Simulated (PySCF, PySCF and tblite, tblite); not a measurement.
# CH3CH2CF2CH3 (C₄H₈F₂): conformers and averaged spectra, part 2 of 2

PySCF and tblite. Atoms count from 0.

## Step 9: Couplings, conformer 1: B3LYP/pcJ-1

What the job is given:

```
{"job": {"xc": "B3LYP", "basis": "pcJ-1", "kind": "j"}, "charge": 0, "multiplicity": 1}
C     -1.545285     0.550829     0.305448
C     -0.762608    -0.604988    -0.292242
C      0.676465    -0.273484    -0.633284
C      1.569132     0.130800     0.512171
F      0.684885     0.725940    -1.564529
F      1.224943    -1.362161    -1.245692
H     -2.603234     0.279540     0.432424
H     -1.498838     1.432037    -0.351568
H     -1.160413     0.843424     1.294533
H     -1.223807    -0.939861    -1.234788
H     -0.754234    -1.474597     0.383563
H      1.209722     1.059554     0.974057
H      2.584614     0.295550     0.126692
H      1.597976    -0.663055     1.271050
```

Log:

```text
coarse grid: 11480 points
cycle   1  E = -356.8019665278  dE =  4.708e-01  |g| = 7.825e-01  |ddm| = 2.728e+00
cycle   2  E = -356.7074727087  dE =  9.449e-02  |g| = 1.138e+00  |ddm| = 1.064e+00
cycle   3  E = -356.9071060135  dE = -1.996e-01  |g| = 8.996e-02  |ddm| = 6.286e-01
cycle   4  E = -356.9083917789  dE = -1.286e-03  |g| = 4.603e-02  |ddm| = 8.397e-02
cycle   5  E = -356.9088367164  dE = -4.449e-04  |g| = 4.825e-03  |ddm| = 3.292e-02
cycle   6  E = -356.9088408705  dE = -4.154e-06  |g| = 1.826e-03  |ddm| = 5.116e-03
final grid: 111016 points
cycle   7  E = -356.9617740273  dE = -1.475e-04  |g| = 8.558e-03  |ddm| = 2.076e-02
cycle   8  E = -356.9617608637  dE =  1.316e-05  |g| = 1.230e-02  |ddm| = 1.262e-02
cycle   9  E = -356.9617867883  dE = -2.592e-05  |g| = 7.870e-04  |ddm| = 7.557e-03
cycle  10  E = -356.9617868379  dE = -4.966e-08  |g| = 5.404e-04  |ddm| = 7.187e-04
cycle  11  E = -356.9617868958  dE = -5.781e-08  |g| = 2.835e-05  |ddm| = 3.089e-04
cycle  12  E = -356.9617868959  dE = -1.490e-10  |g| = 9.001e-06  |ddm| = 3.299e-05
converged SCF energy = -356.9617868959

Indirect spin-spin couplings (Hz)
  i      j    bonds     total        FC       PSO       DSO        SD
  0 C    1 C    1     37.093    37.235    -0.347     0.205         -
  0 C    2 C    2     -0.187    -0.093    -0.159     0.065         -
  0 C    3 C    3      0.725     0.742    -0.027     0.010         -
  0 C    4 F    3      1.369     1.733    -0.364     0.038    -0.038
  0 C    5 F    3      9.227     8.369     0.507    -0.329     0.681
  0 C    6 H    1    134.879   133.080     1.185     0.613         -
  0 C    7 H    1    134.701   132.965     1.049     0.686         -
  0 C    8 H    1    131.246   129.386     1.190     0.671         -
  0 C    9 H    2     -3.461    -3.488     0.174    -0.148         -
  0 C   10 H    2     -3.614    -3.635     0.190    -0.169         -
  0 C   11 H    4      1.250     1.218    -0.211     0.243         -
  0 C   12 H    4      0.588     0.597     0.302    -0.311         -
  1 C    2 C    1     48.107    49.249    -1.497     0.355         -
  1 C    3 C    2      5.744     5.893    -0.163     0.014         -
  1 C    4 F    2     27.388    29.728    -3.050     0.051     0.660
  1 C    5 F    2     26.881    30.976    -4.471     0.048     0.327
  1 C    6 H    2     -3.104    -3.146     0.163    -0.121         -
  1 C    7 H    2     -4.363    -4.420     0.133    -0.076         -
  1 C    8 H    2     -3.617    -3.657     0.146    -0.106         -
  1 C    9 H    1    134.386   132.670     0.684     1.032         -
  1 C   10 H    1    132.185   130.371     0.811     1.003         -
  1 C   11 H    3      0.255     0.285    -0.048     0.018         -
  1 C   12 H    3      5.636     5.677     0.403    -0.443         -
  1 C   13 H    3      0.969     0.966    -0.064     0.067         -
  2 C    3 C    1     50.209    51.397    -1.516     0.328         -
  2 C    4 F    1   -292.650  -296.535   -12.216     1.199    14.901
  2 C    5 F    1   -291.771  -295.602   -12.202     1.181    14.853
  2 C    6 H    3     12.933    12.910     0.303    -0.279         -
  2 C    7 H    3      2.907     2.902    -0.188     0.193         -
  2 C    8 H    3      1.380     1.425    -0.221     0.176         -
  2 C    9 H    2     -9.009    -8.949    -0.315     0.254         -
  2 C   10 H    2     -1.967    -1.918    -0.312     0.262         -
  2 C   11 H    2     -1.947    -1.903    -0.231     0.187         -
  2 C   12 H    2     -8.089    -8.006    -0.240     0.157         -
  2 C   13 H    2     -1.407    -1.323    -0.267     0.183         -
  3 C    4 F    2     29.424    33.177    -4.129    -0.007     0.383
  3 C    5 F    2     29.293    32.788    -3.858    -0.018     0.379
  3 C    6 H    4     -0.160    -0.151     0.282    -0.291         -
  3 C    8 H    4      0.260     0.225    -0.201     0.236         -
  3 C    9 H    3      4.607     4.645     0.432    -0.470         -
  3 C   10 H    3      0.933     0.912    -0.012     0.033         -
  3 C   11 H    1    133.909   132.088     1.020     0.802         -
  3 C   12 H    1    137.341   135.622     0.916     0.803         -
  3 C   13 H    1    133.557   131.719     1.052     0.786         -
  4 F    5 F    2    220.289    48.547    97.393    -0.377    74.726
  4 F    6 H    4      0.211     0.289     1.169    -1.124    -0.123
  4 F    7 H    4      0.898     0.900    -1.088     1.256    -0.170
  4 F    8 H    4      0.311    -0.261     1.351    -0.554    -0.225
  4 F    9 H    3      9.789     9.844     0.261     0.188    -0.504
  4 F   10 H    3     31.147    32.434     0.889    -2.060    -0.116
  4 F   11 H    3      1.976     1.393     0.946     0.015    -0.377
  4 F   12 H    3      8.422     8.960    -0.093     0.031    -0.476
  4 F   13 H    3     42.161    43.454     0.925    -2.082    -0.136
  5 F    6 H    4      2.001     1.750     1.387    -1.274     0.138
  5 F    7 H    4     -1.898    -1.318     0.799    -1.283    -0.096
  5 F    8 H    4     -1.291    -0.948     0.888    -1.237     0.005
  5 F    9 H    3     11.626    12.566    -0.614     0.367    -0.693
  5 F   10 H    3      1.703     1.352     0.731     0.146    -0.526
  5 F   11 H    3     42.443    43.782     0.874    -2.084    -0.129
  5 F   12 H    3     11.340    11.965    -0.183     0.099    -0.541
  5 F   13 H    3      0.686     0.171     1.014    -0.132    -0.366
  6 H    7 H    2    -14.827   -14.914     2.508    -2.421         -
  6 H    8 H    2    -14.829   -14.931     2.522    -2.420         -
  6 H    9 H    3      5.290     5.366     0.148    -0.223         -
  6 H   10 H    3      3.320     3.410     0.430    -0.520         -
  6 H   11 H    5      0.185     0.211     0.887    -0.912         -
  6 H   12 H    5     -0.215    -0.140     1.442    -1.517         -
  7 H    8 H    2    -13.308   -13.427     2.372    -2.253         -
  7 H    9 H    3      3.534     3.604     0.307    -0.376         -
  7 H   10 H    3     17.320    17.385     2.597    -2.662         -
  8 H    9 H    3     17.554    17.617     2.579    -2.642         -
  8 H   10 H    3      5.122     5.193     0.205    -0.276         -
  9 H   10 H    2    -15.314   -15.528     1.833    -1.619         -
  9 H   11 H    4     -0.321    -0.207     1.598    -1.712         -
  9 H   12 H    4      2.993     3.120     1.846    -1.972         -
  9 H   13 H    4      0.192     0.281     1.460    -1.549         -
 10 H   13 H    4      0.620     0.561    -1.324     1.383         -
 11 H   12 H    2    -14.421   -14.591     2.347    -2.177         -
 11 H   13 H    2    -14.117   -14.287     2.410    -2.240         -
 12 H   13 H    2    -14.127   -14.285     2.391    -2.232         -
```

Run time: 41 s. Hardware: 1 thread of Arm Neoverse V2, shared host; peak memory 1 GiB.

This run: HOMO -8.96 eV, LUMO 1.05 eV; dipole 2.27 D.

## Step 10: Couplings, conformer 2: B3LYP/pcJ-1

What the job is given:

```
{"job": {"xc": "B3LYP", "basis": "pcJ-1", "kind": "j"}, "charge": 0, "multiplicity": 1}
C      1.844649     0.086026    -0.580841
C      0.581492     0.529969     0.136004
C     -0.566823    -0.444088    -0.034427
C     -1.853478    -0.056988     0.648633
F     -0.180999    -1.670446     0.427231
F     -0.811925    -0.610272    -1.367742
H      2.653972     0.816561    -0.439126
H      1.662624    -0.020726    -1.659782
H      2.188207    -0.886123    -0.199084
H      0.242968     1.510201    -0.236463
H      0.762536     0.644922     1.216781
H     -2.217784     0.903489     0.260348
H     -1.697887     0.028597     1.732610
H     -2.608233    -0.831598     0.455227
```

Log:

```text
coarse grid: 11480 points
cycle   1  E = -356.8002045351  dE =  4.701e-01  |g| = 7.852e-01  |ddm| = 2.741e+00
cycle   2  E = -356.7030959030  dE =  9.711e-02  |g| = 1.146e+00  |ddm| = 1.060e+00
cycle   3  E = -356.9065546403  dE = -2.035e-01  |g| = 9.269e-02  |ddm| = 6.253e-01
cycle   4  E = -356.9079766492  dE = -1.422e-03  |g| = 4.438e-02  |ddm| = 8.388e-02
cycle   5  E = -356.9083897571  dE = -4.131e-04  |g| = 4.601e-03  |ddm| = 3.063e-02
cycle   6  E = -356.9083933805  dE = -3.623e-06  |g| = 1.741e-03  |ddm| = 4.374e-03
final grid: 111016 points
cycle   7  E = -356.9623944349  dE = -1.460e-04  |g| = 8.272e-03  |ddm| = 1.854e-02
cycle   8  E = -356.9623825434  dE =  1.189e-05  |g| = 1.176e-02  |ddm| = 1.204e-02
cycle   9  E = -356.9624069977  dE = -2.445e-05  |g| = 8.140e-04  |ddm| = 7.009e-03
cycle  10  E = -356.9624070541  dE = -5.640e-08  |g| = 5.445e-04  |ddm| = 7.476e-04
cycle  11  E = -356.9624071116  dE = -5.750e-08  |g| = 3.174e-05  |ddm| = 3.134e-04
cycle  12  E = -356.9624071118  dE = -1.594e-10  |g| = 1.549e-05  |ddm| = 3.176e-05
converged SCF energy = -356.9624071118

Indirect spin-spin couplings (Hz)
  i      j    bonds     total        FC       PSO       DSO        SD
  0 C    1 C    1     37.123    37.307    -0.392     0.209         -
  0 C    2 C    2     -2.562    -2.561    -0.057     0.056         -
  0 C    3 C    3      1.755     1.773     0.058    -0.076         -
  0 C    4 F    3      5.020     5.871    -0.891     0.053    -0.013
  0 C    5 F    3      5.326     6.207    -0.926     0.056    -0.011
  0 C    6 H    1    134.320   132.478     1.213     0.630         -
  0 C    7 H    1    135.006   133.261     1.040     0.706         -
  0 C    8 H    1    134.929   133.181     1.043     0.705         -
  0 C    9 H    2     -3.557    -3.583     0.180    -0.154         -
  0 C   10 H    2     -3.543    -3.570     0.181    -0.155         -
  0 C   13 H    4      2.290     2.321     0.330    -0.361         -
  1 C    2 C    1     48.933    50.021    -1.444     0.356         -
  1 C    3 C    2      6.252     6.468    -0.233     0.016         -
  1 C    4 F    2     26.841    28.922    -2.856     0.048     0.728
  1 C    5 F    2     26.876    28.960    -2.853     0.048     0.720
  1 C    6 H    2     -2.702    -2.733     0.152    -0.121         -
  1 C    7 H    2     -4.266    -4.303     0.109    -0.073         -
  1 C    8 H    2     -4.248    -4.283     0.109    -0.074         -
  1 C    9 H    1    131.416   129.587     0.827     1.001         -
  1 C   10 H    1    131.557   129.731     0.825     1.001         -
  1 C   11 H    3      0.916     0.919    -0.064     0.061         -
  1 C   12 H    3      0.901     0.904    -0.064     0.060         -
  1 C   13 H    3      6.507     6.552     0.395    -0.439         -
  2 C    3 C    1     50.849    51.991    -1.466     0.324         -
  2 C    4 F    1   -293.368  -297.370   -12.072     1.201    14.874
  2 C    5 F    1   -293.588  -297.459   -12.168     1.201    14.838
  2 C    6 H    3      9.713     9.697     0.324    -0.308         -
  2 C    7 H    3      2.403     2.454    -0.176     0.125         -
  2 C    8 H    3      2.369     2.420    -0.174     0.123         -
  2 C    9 H    2     -2.089    -2.034    -0.325     0.270         -
  2 C   10 H    2     -2.119    -2.065    -0.322     0.269         -
  2 C   11 H    2     -1.744    -1.679    -0.238     0.173         -
  2 C   12 H    2     -1.791    -1.727    -0.238     0.174         -
  2 C   13 H    2     -8.019    -7.939    -0.229     0.148         -
  3 C    4 F    2     29.077    32.711    -3.986    -0.015     0.367
  3 C    5 F    2     28.954    32.554    -3.965    -0.016     0.381
  3 C    7 H    4     -0.271    -0.244     0.274    -0.301         -
  3 C    8 H    4     -0.268    -0.241     0.275    -0.302         -
  3 C    9 H    3      1.016     1.020    -0.075     0.071         -
  3 C   10 H    3      0.969     0.974    -0.073     0.068         -
  3 C   11 H    1    133.819   132.004     1.048     0.767         -
  3 C   12 H    1    133.780   131.965     1.049     0.767         -
  3 C   13 H    1    137.169   135.463     0.917     0.789         -
  4 F    5 F    2    211.819    49.266    88.701    -0.316    74.168
  4 F    6 H    4      1.300     1.668     1.001    -1.221    -0.147
  4 F    7 H    4     -0.574    -0.551     0.670    -0.407    -0.287
  4 F    8 H    4      0.692     1.279    -1.733     1.268    -0.122
  4 F    9 H    3     30.737    31.997     0.912    -2.057    -0.115
  4 F   10 H    3      1.698     0.557     1.499     0.029    -0.387
  4 F   11 H    3     41.995    43.329     0.901    -2.090    -0.145
  4 F   12 H    3      1.355     0.854     0.957    -0.071    -0.385
  4 F   13 H    3      9.861    10.485    -0.182     0.063    -0.506
  5 F    6 H    4      1.425     1.797     0.992    -1.219    -0.146
  5 F    7 H    4      0.790     1.391    -1.771     1.290    -0.120
  5 F    8 H    4     -0.614    -0.579     0.650    -0.400    -0.286
  5 F    9 H    3      1.530     0.380     1.514     0.018    -0.382
  5 F   10 H    3     30.455    31.711     0.917    -2.059    -0.114
  5 F   11 H    3      1.215     0.706     0.968    -0.082    -0.376
  5 F   12 H    3     41.817    43.152     0.899    -2.090    -0.144
  5 F   13 H    3      9.888    10.505    -0.174     0.064    -0.507
  6 H    7 H    2    -14.168   -14.272     2.534    -2.430         -
  6 H    8 H    2    -14.169   -14.272     2.535    -2.431         -
  6 H    9 H    3      4.126     4.207     0.298    -0.379         -
  6 H   10 H    3      4.040     4.122     0.308    -0.390         -
  6 H   13 H    5      0.554     0.635     1.321    -1.403         -
  7 H    8 H    2    -14.054   -14.194     2.293    -2.152         -
  7 H    9 H    3      4.140     4.211     0.235    -0.306         -
  7 H   10 H    3     16.781    16.851     2.597    -2.667         -
  7 H   13 H    5     -0.238    -0.128     1.126    -1.236         -
  8 H    9 H    3     16.809    16.880     2.597    -2.667         -
  8 H   10 H    3      4.204     4.275     0.230    -0.301         -
  8 H   13 H    5     -0.239    -0.130     1.128    -1.237         -
  9 H   10 H    2    -15.526   -15.731     1.904    -1.698         -
  9 H   11 H    4      0.774     0.706    -1.426     1.495         -
  9 H   13 H    4      0.194     0.275     1.450    -1.530         -
 10 H   12 H    4      0.776     0.709    -1.414     1.481         -
 10 H   13 H    4      0.175     0.256     1.452    -1.534         -
 11 H   12 H    2    -14.221   -14.383     2.489    -2.328         -
 11 H   13 H    2    -14.138   -14.297     2.429    -2.270         -
 12 H   13 H    2    -14.184   -14.343     2.424    -2.265         -
```

It took 44 s on 1 thread of Arm Neoverse V2, shared host; peak memory 1 GiB.

In short: HOMO -9.02 eV, LUMO 1.11 eV; dipole 2.19 D.

## Step 11: The ensemble: properties at PBE0/pcSseg-1 in chloroform

What the job is given:

```
{"job": {"study": "conf", "smiles": "CCC(C)(F)F", "search": {"seed": 8577, "n_embed": 90, "ff_keep": 14, "window": 3.0, "nmax": 8, "temps": [250, 273.15, 298.15, 323.15, 373.15], "t_ref": 298.15, "order": 0.001, "geom": true}, "level": {"nmr": {"xc": "PBE0", "basis": "pcSseg-1", "solvent": "chloroform"}, "sp": {"xc": "PBE0", "basis": "def2-TZVP", "solvent": "chloroform"}, "j": {"xc": "B3LYP", "basis": "pcJ-1", "top": 4}}, "kind": "conf"}, "charge": 0, "multiplicity": 1}
C     -1.545285     0.550829     0.305448
C     -0.762608    -0.604988    -0.292242
C      0.676465    -0.273484    -0.633284
C      1.569132     0.130800     0.512171
F      0.684885     0.725940    -1.564529
F      1.224943    -1.362161    -1.245692
H     -2.603234     0.279540     0.432424
H     -1.498838     1.432037    -0.351568
H     -1.160413     0.843424     1.294533
H     -1.223807    -0.939861    -1.234788
H     -0.754234    -1.474597     0.383563
H      1.209722     1.059554     0.974057
H      2.584614     0.295550     0.126692
H      1.597976    -0.663055     1.271050
```

Log:

```text
conformer  sym    E(xTB)   E(DFT)   G(298.15 K)  weight  dipole/D
    1     C1      0.000    0.007    0.000   0.6129    2.697
    2     Cs      0.124    0.000    0.272   0.3871    2.625

mean shielding (ppm) by class
class atoms           250 K   273.15 K   298.15 K   323.15 K   373.15 K
  0 C  0              176.1    176.093    176.087    176.081    176.073
  1 C  1            150.944    150.944    150.943    150.943    150.942
  2 C  2             58.331     58.327     58.324      58.32     58.316
  3 C  3            160.822    160.831     160.84    160.846    160.857
  4 F  4,5          298.169    298.142    298.118    298.098    298.067
  5 H  6,7,8         30.186     30.186     30.186     30.186     30.186
  6 H  9,10          29.564     29.564     29.564     29.564     29.564
  7 H  11,12,13      29.686     29.687     29.687     29.687     29.687
```

It took 2.2 min on 1 thread of Arm Neoverse V2, shared host. This counts the runs that the step sums up.

The search (ETKDG and KDG, MMFF94s, GFN2-xTB) embedded 90 structures, kept 2 distinct ones after the force field and 2 after xTB; 2 were carried on (window 3.0 kcal/mol at the search's own energies). Energies: PBE0/def2-TZVP in chloroform with D3(BJ).

The conformers at 298 K:

| no. | group | mirror pair | ΔE xTB | ΔE DFT | ΔG | weight (%) | μ (D) | C0–C1–C2–F4 (°) | A, B, C (GHz) |
| --- | --- | --- | --- | --- | --- | --- | --- | --- | --- |
| 1 | C1 | yes | 0.00 | 0.01 | 0.00 | 61.3 | 2.70 | -61 | 4.81, 2.68, 2.62 |
| 2 | Cs | no | 0.12 | 0.00 | 0.27 | 38.7 | 2.62 | 58 | 5.03, 2.69, 2.68 |

Energies in kcal/mol. ΔG holds xTB vibrations and rotation, symmetry numbers and mirror pairs.

Weights (%) by temperature:

```csv
no.,250 K,273 K,298 K,323 K,373 K
1,60.8,61.1,61.3,61.5,61.8
2,39.2,38.9,38.7,38.5,38.2
```

How the weights hang on the way they are made:

| scheme | 1 | 2 | mean μ (D) |
| --- | --- | --- | --- |
| DFT free energy | 61 | 39 | 2.67 |
| DFT energy, symmetry counted | 66 | 34 | 2.67 |
| DFT energy alone | 50 | 50 | 2.66 |
| xTB energy, symmetry counted | 71 | 29 | 2.68 |
| xTB free energy | 66 | 34 | 2.67 |
| lowest conformer only | 100 | 0 | 2.70 |
| equal weights | 50 | 50 | 2.66 |

Shifts against references run at the same level (¹⁹F CFCl3 179.6, ¹³C TMS 185.2, ¹H TMS 31.25 ppm of shielding), by class of atoms, at 298 K:

```
        atoms                                 environment   no. 1   no. 2  average  measured
           C2  fully substituted sp3 carbon bonded to 2 F   127.5   125.8    126.8         –
           C1                                     sp3 CH2    34.3    34.1     34.2         –
           C3                               methyl carbon    22.9    26.6     24.3         –
           C0                               methyl carbon    10.2     7.3      9.1         –
      H9, H10                      hydrogen on an sp3 CH2    1.71    1.65     1.68         –
H11, H12, H13                 hydrogen on a methyl carbon    1.54    1.59     1.56         –
   H6, H7, H8                 hydrogen on a methyl carbon    1.03    1.11     1.06         –
       F4, F5                     fluorine of a CF2 group  -114.2  -125.2   -118.5     -93.3
```

Measured: G. Saielli, R. Bini, A. Bagno, Computational 19F NMR. 2. Organic compounds, RSC Adv. 2014, ESI (exp. from Berger-Braun-Kalinowski 1994 and Everett 1995).

Couplings (Hz, B3LYP/pcJ-1; one pair named for each class), from conformers that hold 100 % of the weight:

```
   pair  bonds   no. 1   no. 2  average
  C2–F4      1  -292.2  -293.5   -292.7
 C3–H11      1   134.9   134.9    134.9
  C0–H6      1   133.6   134.8    134.1
  C1–H9      1   133.3   131.5    132.6
  C2–C3      1    50.2    50.9     50.5
  C1–C2      1    48.1    48.9     48.4
  C0–C1      1    37.1    37.1     37.1
  F4–F5      2   220.3   211.8    217.0
  C3–F4      2    29.4    29.0     29.2
  C1–F4      2    27.1    26.9     27.0
 H9–H10      2   -15.3   -15.5    -15.4
  H6–H7      2   -14.3   -14.1    -14.2
H11–H12      2   -14.2   -14.2    -14.2
  C2–H9      2    -5.5    -2.1     -4.2
 C2–H11      2    -3.8    -3.9     -3.8
 F4–H11      3    17.8    17.7     17.8
  F4–H9      3     5.8    30.6     15.4
 F4–H10      3    21.4     1.6     13.7
  H6–H9      3     8.7     8.3      8.6
  C2–H6      3     5.7     4.8      5.4
  C0–F4      3     5.3     5.2      5.2
 C1–H11      3     2.3     2.8      2.5
  C3–H9      3     2.8     1.0      2.1
 C0–H11      4     0.6     0.8      0.7
```

Effective distances for nuclear Overhauser effects, ⟨r⁻⁶⟩^(−1/6) over all pairs of two classes (Å): H6···H9 2.64; H9···H11 3.10; H6···H11 3.42.

## Step 12: Results

The summary covers parts 1 to 2.

```
                                         quantity                                                value
                                       conformers  2; the first in weight is no. 1 (C1), 61 % at 298 K
                          root-mean-square dipole                                               2.67 D
averaged ¹³C shifts (PBE0/pcSseg-1 in chloroform)                           126.8, 34.2, 24.3, 9.1 ppm
 averaged ¹H shifts (PBE0/pcSseg-1 in chloroform)                                 1.68, 1.56, 1.06 ppm
averaged ¹⁹F shifts (PBE0/pcSseg-1 in chloroform)                                           -118.5 ppm
```

In words: Conformer 1 leads with 61 % at 298 K, and its share goes from 61 % at 250 K to 62 % at 373 K. Among conformers over 5 %, C3 differs by 3.7 ppm, while the average moves by 0.0 ppm from 250 to 373 K. Against 1 measured ¹⁹F shift the average misses by 25.2 ppm, the leading conformer alone by 20.9 ppm. Vibration is missing from the shifts, so part of that gap is not the functional's. Among vicinal couplings, F4–H9 differs most between the conformers listed (5.8 for no. 1, 30.6 for no. 2; average 15.4 Hz).
